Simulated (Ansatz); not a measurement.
**AlO+ (quintet): the correlation ladder, cc-pVTZ**

An exercise on one series of results from a longer session: the logs are not shown, and one member is left open.

The runs use Ansatz 0.2.0, Gaussian basis; cc-pVTZ, core rule «outside noble gas», up to 6 orbitals frozen.

To be run: UHF; CCSD(T) on ROHF; CCSD(T) on UHF; BCCD(T) on ROHF; CISD; CCSDT(Q) on ROHF; CCSDT(Q) on UHF.

24 further runs of the same task are left out: 8 for a known fault of the program, 7 that didn't finish, 9 set aside as unsound or not needed.

### What is computed

The geometry is a PBE0/def2-TZVP stationary point (not a proven minimum) of the parent state, kept for this charge and spin.

2 atoms, charge 1, spin multiplicity 5.

Atoms are counted from 1 here; the program's logs count them from 0.

Bond lengths: Al1–O2 1.784 Å.

The first run:

File in.yaml:

```yaml
crystal:
  periodic: [false, false, false]
  atoms:
    - {symbol: Al, position_ang: [0.000000, 0.000000, 0.000000]}
    - {symbol: O, position_ang: [0.000000, 0.000000, 1.784100]}
basis:
  gaussian: {orbitals: cc-pVTZ}
total_charge: 1
magnetization: {spin_polarized: true, initial_magnetization: 4}
hamiltonian: {xc: hf}
output: {orbitals: {seedname: orbitals}}
```

Run with:

```sh
$ ansatz run in.yaml --threads 1 --pin off --events-out ev --progress --plain --max-ram 2393MiB
```

Among the steps run: UHF; CCSD(T) on ROHF; CCSD(T) on UHF; BCCD(T) on ROHF; CISD; CCSDT(Q) on ROHF; CCSDT(Q) on UHF.

One table of the session follows, with a row left open; its other results are not shown here.

It belongs to the step «Misses and costs». 

| method | from UCCSDT(Q) (kJ/mol) |
| --- | --- |
| ROHF | +476.8 |
| UHF | +457.6 |
| RMP2 | +62.3 |
| UMP2 | +62.8 |
| CISD | +21.3 |
| RCCSD | +11.9 |
| UCCSD | +11.2 |
| RCCSD(T) | +2.0 |
| UCCSD(T) | ? |
| BCCD(T) | +2.0 |
| RCCSDT | +0.7 |
| UCCSDT | +0.2 |
| RCCSDT(Q) | +0.5 |
| UCCSDT(Q) | 0 |

Q: Estimate the row for UCCSD(T) from the others.

As computed: from UCCSDT(Q) (kJ/mol): +1.5. In the column «from UCCSDT(Q) (kJ/mol)» it lies between RCCSDT (+0.7) and RCCSD(T) (+2.0).

To keep in mind: Restricted and unrestricted rows rest on different reference determinants; where their highest levels disagree by more than a few hundredths of an eV, they describe different states and don't form one ladder.
